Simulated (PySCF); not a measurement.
Vibration and rotation of SH

UHF-CCSD(T) constants of SH, ²Π (doublet), unpaired electrons π ↑ (basis H 6-311G(d,p), S 6-311G(d,p); no relativity; PySCF 2.14; masses 1.0078 and 31.9721 u):

| Quantity | Value |
| --- | --- |
| ωe | 2716.3 cm⁻¹ |
| ωexe | 50.6 cm⁻¹ |
| Be | 9.5409 cm⁻¹ |
| αe | 0.279 cm⁻¹ |
| D (centrifugal) | 0.000471 cm⁻¹ |
| De to H + S | 3.49 eV |

Give the vibrational terms G(v) and spacings up to v = 6.

G(v) = ωe(v+½) − ωexe(v+½)².

```json
{"v": "0", "G(v) (cm⁻¹)": "1346", "G(v) − G(v−1)": "", "Bv (cm⁻¹)": "9.401"}
{"v": "1", "G(v) (cm⁻¹)": "3961", "G(v) − G(v−1)": "2615", "Bv (cm⁻¹)": "9.122"}
{"v": "2", "G(v) (cm⁻¹)": "6474", "G(v) − G(v−1)": "2514", "Bv (cm⁻¹)": "8.843"}
{"v": "3", "G(v) (cm⁻¹)": "8887", "G(v) − G(v−1)": "2413", "Bv (cm⁻¹)": "8.564"}
{"v": "4", "G(v) (cm⁻¹)": "11199", "G(v) − G(v−1)": "2312", "Bv (cm⁻¹)": "8.285"}
{"v": "5", "G(v) (cm⁻¹)": "13409", "G(v) − G(v−1)": "2210", "Bv (cm⁻¹)": "8.006"}
{"v": "6", "G(v) (cm⁻¹)": "15518", "G(v) − G(v−1)": "2109", "Bv (cm⁻¹)": "7.727"}
```

How well does the Morse estimate ωe²/(4ωexe) reproduce De, and what is D0?

It gives 4.52 eV, 130 % of the computed De. D0 = De − G(0) = 3.49 − 0.17 = 3.32 eV.

Correlated steps freeze 5 core orbitals. The state was picked by a PBE0 search and need not be the measured ground state.
